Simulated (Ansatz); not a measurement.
Geometry optimisation, RKS B3LYP/STO-3G in Ansatz.

input.yaml

```yaml
crystal:
  periodic: [false, false, false]
  atoms:
    - { symbol: C, position_ang: [0.034, -1.797, -0.5843] }
    - { symbol: "N", position_ang: [-0.2089, -0.9439, 0.3822] }
    - { symbol: C, position_ang: [0.0821, 0.4138, 0.0027] }
    - { symbol: "N", position_ang: [-0.0046, 1.2562, 1.1475] }
    - { symbol: O, position_ang: [-0.6046, 0.9679, -1.0494] }
    - { symbol: F, position_ang: [1.419, 0.5141, -0.3233] }
    - { symbol: H, position_ang: [-0.1935, -2.8236, -0.4576] }
    - { symbol: H, position_ang: [0.3909, -1.4288, -1.5991] }
    - { symbol: H, position_ang: [-1.0072, 1.0196, 1.517] }
    - { symbol: H, position_ang: [0.5461, 0.854, 1.8754] }
    - { symbol: H, position_ang: [-0.3879, 1.9107, -0.8904] }
basis:
  gaussian: { orbitals: STO-3G }
hamiltonian:
  xc: b3lyp
relax:
  f_tol: 0.015
  max_steps: 40
```

Run as:

```bash
$ ansatz run input.yaml --threads 1 --pin off --max-ram 2048MiB --backend cpu --events-out ev --progress --plain --runs-dir out
```

Problem. Where does it end, and by what steps?

Solution. The forces met the threshold. Limits of this set-up: minimal basis. After 31 steps the energy has fallen by 1.286 eV; H8 moved furthest, 0.90 Å.

| step | energy less start (eV) | largest force component (eV/Å) | accepted |
| --- | --- | --- | --- |
| 0 | 0.0000 | 4.917 | yes |
| 2 | -1.0490 | 2.096 | yes |
| 4 | -1.1944 | 0.825 | yes |
| 6 | -1.2288 | 0.305 | yes |
| 8 | -1.2355 | 0.081 | yes |
| 10 | -1.2352 | 0.443 | no |
| 12 | -1.2454 | 0.225 | yes |
| 14 | -1.2546 | 0.355 | yes |
| 16 | -1.2625 | 0.314 | yes |
| 18 | -1.2791 | 0.069 | yes |
| 20 | -1.2804 | 0.029 | yes |
| 22 | -1.2833 | 0.052 | yes |
| 24 | -1.2841 | 0.112 | yes |
| 26 | -1.2853 | 0.034 | yes |
| 28 | -1.2857 | 0.035 | yes |
| 30 | -1.2858 | 0.015 | yes |
| 31 | -1.2858 | 0.013 | yes |

```xyz
11
Properties=species:S:1:pos:R:3
C 0.062 -1.850 -0.542
N -0.656 -0.896 -0.001
C 0.043 0.503 -0.135
N -0.011 1.247 1.199
O -0.741 1.227 -1.119
F 1.385 0.402 -0.526
H -0.320 -2.885 -0.508
H 1.043 -1.687 -1.031
H -0.879 0.859 1.671
H 0.780 0.836 1.778
H -0.641 2.187 -0.766
```

Whether the end is a true minimum wasn't checked by a vibrational analysis.

Run time: 110 s on 1 thread of AMD EPYC 7R43 64-Core Processor (Zen 3) (shared host), peak memory 0.16 GiB.
